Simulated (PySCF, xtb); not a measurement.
Protons, H atoms and electrons added to or taken from N=C=O. All species are isolated molecules in the gas phase. One relaxed conformer stands for each flexible species; it need not be the lowest. Strings in code marks are SMILES.

Quantity: bond dissociation enthalpy (X–H) at 298 K, in kcal/mol. Thermal and zero-point terms are GFN2-xTB rigid-rotor harmonic values (xtb).

Level 1: PBE-D3(BJ)/def2-TZVP // M06-2X/def2-TZVP (PySCF)
Level 2: B3LYP/3-21G // M06-2X/def2-TZVP (PySCF)
Level 3: B3LYP/6-31G* // M06-2X/def2-TZVP (PySCF)
Level 4: PBE/6-31G* // M06-2X/def2-TZVP (PySCF)

| species | level 1 | level 2 | level 3 | level 4 |
|---|---|---|---|---|
| H atom removed from N1: `C(=O)=[N]` | 108.3 | 104.9 | 104.9 | 105.1 |
